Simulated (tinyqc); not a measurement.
Worked calculation (part 1 of 2): MP2 on RHF in the sto-6g basis, for H2O, spin multiplicity 1. Computed by tinyqc, a small Python program that keeps every step (integrals from PySCF). Settings: charge = 0, multiplicity = 1, basis = sto-6g, method = RHF, energy threshold = 1e-10, iteration cap = 79, orthogonalisation = symmetric, start = Wolfsberg-Helmholz matrix, DIIS depth = 6. Command: `OMP_NUM_THREADS=1 python tinyqc.py 29477 29478 out.jsonl` (the two numbers bound the seeds that draw the settings). One thread of a shared host (Intel(R) Xeon(R) Processor @ 2.60GHz), about 0.2 s of CPU time with the checks. The early iterations of the SCF are left out here.

## One-electron integrals

Geometry (angstrom):
```
atom         x          y         z
O     0.000000   0.000000  0.000000
H     0.000000   0.746000  0.572000
H     0.000000  -0.746000  0.572000
```

Basis sto-6g: exponents (1/bohr^2) and contraction coefficients of normalised primitives:
```
element  l (shell)     exponent  coefficient
O            s (1)  1355.584234     0.009164
O            s (1)   248.544885     0.049361
O            s (1)    69.533902     0.168538
O            s (1)    23.886772     0.370563
O            s (1)     9.275933     0.416492
O            s (1)     3.820341     0.130334
O            s (2)    52.187762    -0.013253
O            s (2)    10.329320    -0.046992
O            s (2)     3.210345    -0.033785
O            s (2)     1.235135     0.250242
O            s (2)     0.536420     0.595117
O            s (2)     0.245881     0.240706
O            p (3)    52.187762     0.003760
O            p (3)    10.329320     0.037679
O            p (3)     3.210345     0.173897
O            p (3)     1.235135     0.418036
O            p (3)     0.536420     0.425860
O            p (3)     0.245881     0.101708
H            s (1)    35.523221     0.009164
H            s (1)     6.513144     0.049361
H            s (1)     1.822143     0.168538
H            s (1)     0.625955     0.370563
H            s (1)     0.243077     0.416492
H            s (1)     0.100112     0.130334
```

Overlap, kinetic and nuclear-attraction integrals over the contracted functions; the nuclear repulsion is the sum of Za Zb / Rab.

nuclear repulsion = 9.36143844 hartree

overlap S:
```
           1O 1s     1O 2s    1O 2px     1O 2py    1O 2pz     2H 1s      3H 1s
1O 1s   1.000000  0.231145  0.000000   0.000000  0.000000  0.057650   0.057650
1O 2s   0.231145  1.000000  0.000000   0.000000  0.000000  0.488085   0.488085
1O 2px  0.000000  0.000000  1.000000   0.000000  0.000000  0.000000   0.000000
1O 2py  0.000000  0.000000  0.000000   1.000000  0.000000  0.316319  -0.316319
1O 2pz  0.000000  0.000000  0.000000   0.000000  1.000000  0.242540   0.242540
2H 1s   0.057650  0.488085  0.000000   0.316319  0.242540  1.000000   0.259808
3H 1s   0.057650  0.488085  0.000000  -0.316319  0.242540  0.259808   1.000000
```

kinetic energy T (hartree):
```
            1O 1s      1O 2s    1O 2px     1O 2py    1O 2pz      2H 1s      3H 1s
1O 1s   29.327197  -0.896024  0.000000   0.000000  0.000000  -0.001739  -0.001739
1O 2s   -0.896024   0.842618  0.000000   0.000000  0.000000   0.136465   0.136465
1O 2px   0.000000   0.000000  2.531309   0.000000  0.000000   0.000000   0.000000
1O 2py   0.000000   0.000000  0.000000   2.531309  0.000000   0.234245  -0.234245
1O 2pz   0.000000   0.000000  0.000000   0.000000  2.531309   0.179608   0.179608
2H 1s   -0.001739   0.136465  0.000000   0.234245  0.179608   0.768522   0.009844
3H 1s   -0.001739   0.136465  0.000000  -0.234245  0.179608   0.009844   0.768522
```

nuclear attraction V (hartree):
```
             1O 1s       1O 2s      1O 2px      1O 2py      1O 2pz      2H 1s      3H 1s
1O 1s   -62.384160   -6.411515    0.000000    0.000000   -0.020722  -1.833554  -1.833554
1O 2s    -6.411515  -10.109369    0.000000    0.000000   -0.229039  -3.983673  -3.983673
1O 2px    0.000000    0.000000  -10.021921    0.000000    0.000000   0.000000   0.000000
1O 2py    0.000000    0.000000    0.000000  -10.186373    0.000000  -2.309077   2.309077
1O 2pz   -0.020722   -0.229039    0.000000    0.000000  -10.118605  -1.846746  -1.846746
2H 1s    -1.833554   -3.983673    0.000000   -2.309077   -1.846746  -5.920090  -1.688826
3H 1s    -1.833554   -3.983673    0.000000    2.309077   -1.846746  -1.688826  -5.920090
```

core Hamiltonian H = T + V (hartree):
```
             1O 1s      1O 2s     1O 2px     1O 2py     1O 2pz      2H 1s      3H 1s
1O 1s   -33.056963  -7.307539   0.000000   0.000000  -0.020722  -1.835292  -1.835292
1O 2s    -7.307539  -9.266751   0.000000   0.000000  -0.229039  -3.847208  -3.847208
1O 2px    0.000000   0.000000  -7.490612   0.000000   0.000000   0.000000   0.000000
1O 2py    0.000000   0.000000   0.000000  -7.655064   0.000000  -2.074832   2.074832
1O 2pz   -0.020722  -0.229039   0.000000   0.000000  -7.587296  -1.667137  -1.667137
2H 1s    -1.835292  -3.847208   0.000000  -2.074832  -1.667137  -5.151568  -1.678981
3H 1s    -1.835292  -3.847208   0.000000   2.074832  -1.667137  -1.678981  -5.151568
```

## Two-electron integrals

Functions are numbered as in S; the eight-fold symmetry (ij|kl) = (ji|kl) = (kl|ij) leaves the list below.

Two-electron integrals (ij|kl) in chemists' order, unique and non-zero (hartree):
```
(11|11) 4.787491    (21|11) 0.675884    (21|21) 0.121505    (22|11) 1.117379
(22|21) 0.249212    (22|22) 0.817383    (31|31) 0.025762    (32|31) 0.039145
(32|32) 0.180664    (33|11) 1.117381    (33|21) 0.249212    (33|22) 0.817382
(33|33) 0.880663    (41|41) 0.025762    (42|41) 0.039145    (42|42) 0.180664
(43|43) 0.047461    (44|11) 1.117381    (44|21) 0.249212    (44|22) 0.817382
(44|33) 0.785741    (44|44) 0.880663    (51|51) 0.025762    (52|51) 0.039145
(52|52) 0.180664    (53|53) 0.047461    (54|54) 0.047461    (55|11) 1.117381
(55|21) 0.249212    (55|22) 0.817382    (55|33) 0.785741    (55|44) 0.785741
(55|55) 0.880663    (61|11) 0.180061    (61|21) 0.031009    (61|22) 0.062153
(61|33) 0.062018    (61|41) 0.001199    (61|42) 0.002335    (61|44) 0.062274
(61|51) 0.000919    (61|52) 0.001790    (61|54) 0.000196    (61|55) 0.062168
(61|61) 0.008067    (62|11) 0.415594    (62|21) 0.093880    (62|22) 0.338196
(62|33) 0.332751    (62|41) 0.005923    (62|42) 0.042677    (62|44) 0.343038
(62|51) 0.004541    (62|52) 0.032723    (62|54) 0.007888    (62|55) 0.338799
(62|61) 0.024052    (62|62) 0.170203    (63|31) 0.010712    (63|32) 0.059338
(63|43) 0.008916    (63|53) 0.006836    (63|63) 0.024825    (64|11) 0.229729
(64|21) 0.052656    (64|22) 0.202335    (64|33) 0.193082    (64|41) 0.013678
(64|42) 0.083812    (64|44) 0.217165    (64|51) 0.002274    (64|52) 0.018765
(64|54) 0.011629    (64|55) 0.196757    (64|61) 0.014148    (64|62) 0.123854
(64|64) 0.114123    (65|11) 0.176146    (65|21) 0.040375    (65|22) 0.155141
(65|33) 0.148047    (65|41) 0.002274    (65|42) 0.018765    (65|44) 0.152840
(65|51) 0.012456    (65|52) 0.073727    (65|54) 0.012591    (65|55) 0.164537
(65|61) 0.010848    (65|62) 0.094966    (65|64) 0.068470    (65|65) 0.077325
(66|11) 0.540103    (66|21) 0.124254    (66|22) 0.509369    (66|33) 0.488770
(66|41) 0.010709    (66|42) 0.103462    (66|44) 0.527687    (66|51) 0.008212
(66|52) 0.079330    (66|54) 0.029840    (66|55) 0.511650    (66|61) 0.032215
(66|62) 0.316288    (66|64) 0.263231    (66|65) 0.201834    (66|66) 0.774999
(71|11) 0.180061    (71|21) 0.031009    (71|22) 0.062153    (71|33) 0.062018
(71|41) -0.001199   (71|42) -0.002335   (71|44) 0.062274    (71|51) 0.000919
(71|52) 0.001790    (71|54) -0.000196   (71|55) 0.062168    (71|61) 0.007946
(71|62) 0.023248    (71|64) 0.012383    (71|65) 0.010478    (71|66) 0.030666
(71|71) 0.008067    (72|11) 0.415594    (72|21) 0.093880    (72|22) 0.338196
(72|33) 0.332751    (72|41) -0.005923   (72|42) -0.042677   (72|44) 0.343038
(72|51) 0.004541    (72|52) 0.032723    (72|54) -0.007888   (72|55) 0.338799
(72|61) 0.023248    (72|62) 0.139690    (72|64) 0.069617    (72|65) 0.075755
(72|66) 0.215198    (72|71) 0.024052    (72|72) 0.170203    (73|31) 0.010712
(73|32) 0.059338    (73|43) -0.008916   (73|53) 0.006836    (73|63) 0.019784
(73|73) 0.024825    (74|11) -0.229729   (74|21) -0.052656   (74|22) -0.202335
(74|33) -0.193082   (74|41) 0.013678    (74|42) 0.083812    (74|44) -0.217165
(74|51) -0.002274   (74|52) -0.018765   (74|54) 0.011629    (74|55) -0.196757
(74|61) -0.012383   (74|62) -0.069617   (74|64) -0.015259   (74|65) -0.036853
(74|66) -0.093596   (74|71) -0.014148   (74|72) -0.123854   (74|74) 0.114123
(75|11) 0.176146    (75|21) 0.040375    (75|22) 0.155141    (75|33) 0.148047
(75|41) -0.002274   (75|42) -0.018765   (75|44) 0.152840    (75|51) 0.012456
(75|52) 0.073727    (75|54) -0.012591   (75|55) 0.164537    (75|61) 0.010478
(75|62) 0.075755    (75|64) 0.036853    (75|65) 0.060247    (75|66) 0.128266
(75|71) 0.010848    (75|72) 0.094966    (75|74) -0.068470   (75|75) 0.077325
(76|11) 0.168060    (76|21) 0.038313    (76|22) 0.148546    (76|33) 0.145256
(76|44) 0.148159    (76|51) 0.002982    (76|52) 0.025024    (76|55) 0.152222
(76|61) 0.009710    (76|62) 0.073685    (76|64) 0.046076    (76|65) 0.046230
(76|66) 0.139472    (76|71) 0.009710    (76|72) 0.073685    (76|74) -0.046076
(76|75) 0.046230    (76|76) 0.038345    (77|11) 0.540103    (77|21) 0.124254
(77|22) 0.509369    (77|33) 0.488770    (77|41) -0.010709   (77|42) -0.103462
(77|44) 0.527687    (77|51) 0.008212    (77|52) 0.079330    (77|54) -0.029840
(77|55) 0.511650    (77|61) 0.030666    (77|62) 0.215198    (77|64) 0.093596
(77|65) 0.128266    (77|66) 0.347474    (77|71) 0.032215    (77|72) 0.316288
(77|74) -0.263231   (77|75) 0.201834    (77|76) 0.139472    (77|77) 0.774999
```

## Orthogonalisation

S = U s U^T; symmetric (Loewdin) form X = U s^(-1/2) U^T, so that X^T S X = 1.

eigenvalues of S: 0.330592  0.404273  0.888326  1.000000  1.088267  1.335919  1.952623

X:
```
            1O 1s      1O 2s    1O 2px     1O 2py     1O 2pz      2H 1s      3H 1s
1O 1s    1.022904  -0.139624  0.000000   0.000000  -0.009728   0.020321   0.020321
1O 2s   -0.139624   1.262931  0.000000   0.000000   0.118125  -0.309146  -0.309146
1O 2px   0.000000   0.000000  1.000000   0.000000   0.000000   0.000000   0.000000
1O 2py   0.000000   0.000000  0.000000   1.120313   0.000000  -0.240241   0.240241
1O 2pz  -0.009728   0.118125  0.000000   0.000000   1.057645  -0.151318  -0.151318
2H 1s    0.020321  -0.309146  0.000000  -0.240241  -0.151318   1.224295  -0.093340
3H 1s    0.020321  -0.309146  0.000000   0.240241  -0.151318  -0.093340   1.224295
```

## Iteration 8 (converged): orbitals

converged F (hartree):
```
             1O 1s      1O 2s     1O 2px     1O 2py     1O 2pz      2H 1s      3H 1s
1O 1s   -20.498499  -4.964229   0.000000   0.000000  -0.029588  -1.246343  -1.246343
1O 2s    -4.964229  -2.349005   0.000000   0.000000  -0.134493  -1.041701  -1.041701
1O 2px    0.000000   0.000000  -0.398440   0.000000   0.000000   0.000000   0.000000
1O 2py    0.000000   0.000000   0.000000  -0.340874   0.000000  -0.400712   0.400712
1O 2pz   -0.029588  -0.134493   0.000000   0.000000  -0.369261  -0.371642  -0.371642
2H 1s    -1.246343  -1.041701   0.000000  -0.400712  -0.371642  -0.602537  -0.413337
3H 1s    -1.246343  -1.041701   0.000000   0.400712  -0.371642  -0.413337  -0.602537
```

Diagonalise F' = X^T F X, C = X C', fill 5 alpha and 5 beta electrons from the bottom; D = 2 C_occ C_occ^T. Each column has its largest component positive (the first on a tie).

F' = X^T F X (hartree):
```
            1          2          3          4          5          6          7
1  -20.168208  -2.506645   0.000000   0.000000  -0.045568  -0.225033  -0.225033
2   -2.506645  -1.168063   0.000000   0.000000   0.116675  -0.533643  -0.533643
3    0.000000   0.000000  -0.398440   0.000000   0.000000   0.000000   0.000000
4    0.000000   0.000000   0.000000  -0.018273   0.000000  -0.486136   0.486136
5   -0.045568   0.116675   0.000000   0.000000  -0.210834  -0.335173  -0.335173
6   -0.225033  -0.533643   0.000000  -0.486136  -0.335173   0.026983  -0.112569
7   -0.225033  -0.533643   0.000000   0.486136  -0.335173  -0.112569   0.026983
```

orbital energies (hartree): MO1 -20.501770, MO2 -1.284601, MO3 -0.631374, MO4 -0.460341, MO5 -0.398440, MO6 0.614021, MO7 0.752654

coefficients C:
```
              MO1        MO2        MO3        MO4       MO5        MO6        MO7
1O 1s    0.996609  -0.221219   0.000000   0.096124  0.000000  -0.123857   0.000000
1O 2s    0.016259   0.831695   0.000000  -0.537216  0.000000   0.915972   0.000000
1O 2px   0.000000   0.000000   0.000000   0.000000  1.000000   0.000000   0.000000
1O 2py   0.000000   0.000000   0.610001   0.000000  0.000000   0.000000   0.999216
1O 2pz   0.003361   0.135470   0.000000   0.783331  0.000000   0.739246   0.000000
2H 1s   -0.003910   0.155551   0.440817   0.270689  0.000000  -0.812975  -0.855264
3H 1s   -0.003910   0.155551  -0.440817   0.270689  0.000000  -0.812975   0.855264
```

D after iteration 8:
```
            1O 1s      1O 2s    1O 2px     1O 2py     1O 2pz      2H 1s      3H 1s
1O 1s    2.102816  -0.438844  0.000000   0.000000   0.097355  -0.024576  -0.024576
1O 2s   -0.438844   1.961162  0.000000   0.000000  -0.616187  -0.032222  -0.032222
1O 2px   0.000000   0.000000  2.000000   0.000000   0.000000   0.000000   0.000000
1O 2py   0.000000   0.000000  0.000000   0.744202   0.000000   0.537798  -0.537798
1O 2pz   0.097355  -0.616187  0.000000   0.000000   1.263942   0.466197   0.466197
2H 1s   -0.024576  -0.032222  0.000000   0.537798   0.466197   0.583607  -0.193672
3H 1s   -0.024576  -0.032222  0.000000  -0.537798   0.466197  -0.193672   0.583607
```

## Convergence

Stop when the energy changes by less than 1e-10 hartree and every element of the error matrix X^T (F D S - S D F) X is below 3e-06.

Course of the cycle:
```
iteration   E (hartree)     change  largest element of the error matrix
1          -75.39325577          -                             4.33e-01
2          -75.65637575  -2.63e-01                             1.04e-01
3          -75.67432755  -1.80e-02                             2.84e-02
4          -75.67552079  -1.19e-03                             3.82e-03
5          -75.67557053  -4.97e-05                             2.13e-04
6          -75.67557059  -6.47e-08                             1.31e-05
7          -75.67557060  -3.52e-10                             5.25e-08
8          -75.67557060  -1.42e-14                             3.03e-10
```

PySCF RHF in the same basis = -75.67557060 hartree

Converged in 8 iterations.

## Integrals over molecular orbitals

(pq|rs) = sum C_ip C_jq C_kr C_ls (ij|kl), one index at a time.

one-electron integrals over orbitals h = C^T H C (hartree):
```
            1          2          3          4          5          6          7
1  -33.043237   0.566281   0.000000  -0.240743   0.000000   0.325557   0.000000
2    0.566281  -7.737646   0.000000   0.428181   0.000000  -1.428883   0.000000
3    0.000000   0.000000  -6.429720   0.000000   0.000000   0.000000  -1.710378
4   -0.240743   0.428181   0.000000  -7.059267   0.000000  -1.038485   0.000000
5    0.000000   0.000000   0.000000   0.000000  -7.490612   0.000000   0.000000
6    0.325557  -1.428883   0.000000  -1.038485   0.000000  -5.377612   0.000000
7    0.000000   0.000000  -1.710378   0.000000   0.000000   0.000000  -5.630741
```

Two-electron integrals over orbitals (pq|rs), unique and non-zero (hartree):
```
(11|11) 4.761356    (21|11) -0.425487   (21|21) 0.061658    (22|11) 1.018003
(22|21) -0.013742   (22|22) 0.732439    (31|31) 0.011365    (32|31) 0.017884
(32|32) 0.145622    (33|11) 0.807358    (33|21) -0.004119   (33|22) 0.650389
(33|33) 0.639447    (41|11) 0.190442    (41|21) -0.024363   (41|22) 0.016642
(41|33) 0.006191    (41|41) 0.029632    (42|11) -0.130823   (42|21) 0.009897
(42|22) 0.006630    (42|33) 0.006724    (42|41) 0.018778    (42|42) 0.123809
(43|31) -0.003545   (43|32) 0.018692    (43|43) 0.046694    (44|11) 1.012305
(44|21) -0.013744   (44|22) 0.680175    (44|33) 0.604592    (44|41) -0.011868
(44|42) -0.104820   (44|44) 0.793306    (51|51) 0.026724    (52|51) 0.032290
(52|52) 0.144663    (53|53) 0.029209    (54|51) -0.013462   (54|52) -0.046689
(54|54) 0.056392    (55|11) 1.117079    (55|21) -0.011186   (55|22) 0.749612
(55|33) 0.633556    (55|41) 0.004696    (55|42) -0.067076   (55|44) 0.734002
(55|55) 0.880663    (61|11) -0.257673   (61|21) 0.040200    (61|22) -0.001545
(61|33) 0.000211    (61|41) -0.002365   (61|42) 0.020692    (61|44) -0.019549
(61|55) -0.006054   (61|61) 0.035400    (62|11) 0.324379    (62|21) -0.007738
(62|22) 0.145990    (62|33) 0.078008    (62|41) 0.019095    (62|42) 0.020030
(62|44) 0.092951    (62|55) 0.161667    (62|61) 0.005670    (62|62) 0.103794
(63|31) 0.003269    (63|32) -0.040509   (63|43) -0.027676   (63|63) 0.070926
(64|11) 0.208024    (64|21) -0.001323   (64|22) 0.092373    (64|33) 0.042098
(64|41) 0.002329    (64|42) -0.028592   (64|44) 0.118156    (64|55) 0.111457
(64|61) 0.000589    (64|62) 0.061023    (64|64) 0.065257    (65|51) 0.016149
(65|52) 0.060017    (65|54) -0.002413   (65|65) 0.039127    (66|11) 0.815273
(66|21) -0.007586   (66|22) 0.618688    (66|33) 0.575558    (66|41) 0.021892
(66|42) 0.059755    (66|44) 0.551748    (66|55) 0.591802    (66|61) 0.007795
(66|62) 0.098714    (66|64) 0.043349    (66|66) 0.601979    (71|31) 0.015943
(71|32) 0.023309    (71|43) -0.005181   (71|63) 0.004159    (71|71) 0.022428
(72|31) 0.013833    (72|32) 0.039337    (72|43) -0.034059   (72|63) 0.035713
(72|71) 0.018378    (72|72) 0.061238    (73|11) 0.363001    (73|21) -0.007356
(73|22) 0.137253    (73|33) 0.091445    (73|41) -0.001054   (73|42) -0.075725
(73|44) 0.162147    (73|55) 0.188535    (73|61) -0.006956   (73|62) 0.078184
(73|64) 0.075403    (73|66) 0.037584    (73|73) 0.151743    (74|31) -0.009752
(74|32) -0.076987   (74|43) 0.003980    (74|63) 0.043450    (74|71) -0.013339
(74|72) -0.016598   (74|74) 0.068353    (75|53) 0.023679    (75|75) 0.024284
(76|31) 0.009574    (76|32) 0.100065    (76|43) 0.045983    (76|63) -0.065053
(76|71) 0.012575    (76|72) -0.010075   (76|74) -0.058037   (76|76) 0.117026
(77|11) 0.874357    (77|21) -0.009180   (77|22) 0.627289    (77|33) 0.614912
(77|41) 0.003931    (77|42) -0.013257   (77|44) 0.612136    (77|55) 0.627027
(77|61) -0.005261   (77|62) 0.071110    (77|64) 0.039161    (77|66) 0.570081
(77|73) 0.092816    (77|77) 0.622797
```
